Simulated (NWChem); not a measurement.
Species: PH2, doublet; SMILES [PH2]

Results from NWChem. Spin-unrestricted. In the optimisation the excess spin sits in b2 (C2v, its own frame). No stability test was run on the SCF state. Each level has its own optimisation; frequencies are unscaled.

For level BP86/def2-TZVP:

```
Item                               Result
---------------------------------  ------
highest harmonic frequency (cm⁻¹)    2313
lowest (cm⁻¹)                        1084
dipole (D)                           0.59
```

### Question
Estimate the same quantities for level PBE0/def2-SVP.

### Answer
- highest harmonic frequency (cm⁻¹): 2404
- lowest (cm⁻¹): 1112
- dipole (D): 0.83
